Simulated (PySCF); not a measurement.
## Indirect couplings

Geometry:
```
atom   x (Å)   y (Å)   z (Å)
  F1  -2.255  -1.465   0.012
  C2  -1.123  -0.729   0.004
  C3   0.098  -1.380  -0.019
  C4   1.253  -0.618  -0.026
  C5   1.178   0.765  -0.009
  C6  -0.055   1.396   0.014
  C7  -1.221   0.650   0.021
  H8   0.131  -2.458  -0.030
  H9   2.215  -1.108  -0.045
 H10   2.083   1.353  -0.014
 H11  -0.111   2.474   0.027
 H12  -2.192   1.118   0.040
```

Couplings: B3LYP/pcJ-1 (spin–dipole term only in couplings to heteroatoms) in PySCF, geometry GFN2-xTB; gas phase, one conformer, non-relativistic. Couplings are averaged over pairs made equivalent by symmetry, fast rotation or ring inversion, so a value needn't be that of the named pair in this geometry, while other rotamers aren't included; one pair stands for each set, and the list holds a selection of those of at least 0.8 Hz over up to four bonds. One-bond C–F couplings come out tens of Hz too large with common functionals.

Isotopes: 19F, 13C, 1H.

```csv
pair,bonds,J (Hz)
"F1, C2",1,-311.2
"C2, C3",1,76.3
"C3, C4",1,63.1
"C3, H8",1,?
"C4, C5",1,?
"C4, H9",1,?
"C5, H10",1,165.2
"F1, C3",2,17.5
"C2, C4",2,2.3
"C2, H8",2,-4.8
"C3, C7",2,5.1
"C3, H9",2,1.6
"C4, H10",2,1.9
"C5, H9",2,1.1
"F1, C4",3,?
"C2, C5",3,9.4
"C3, C6",3,5.5
"C3, H10",3,8.5
"C3, H12",3,?
"C4, H11",3,?
"H8, H9",3,9.5
"H9, H10",3,8.5
"F1, H9",4,5.1
"C3, H11",4,-1.5
"H8, H12",4,?
"H9, H11",4,?
```

**Question.** Estimate the withheld couplings, with signs.

**Answer.** 
- 1J(C3,H8) = 167.9 Hz (bond length 1.079 Å, sp2 carbon)
- 1J(C4,C5) = 62.4 Hz (bond length 1.385 Å)
- 1J(C4,H9) = 166.1 Hz (bond length 1.080 Å, sp2 carbon)
- 3J(F1,C4) = 5.1 Hz (dihedral angle 180°)
- 3J(C3,H12) = 4.3 Hz (dihedral angle 180°)
- 3J(C4,H11) = 9.2 Hz (dihedral angle 180°)
- 4J(H8,H12) = 2.5 Hz
- 4J(H9,H11) = 1.3 Hz
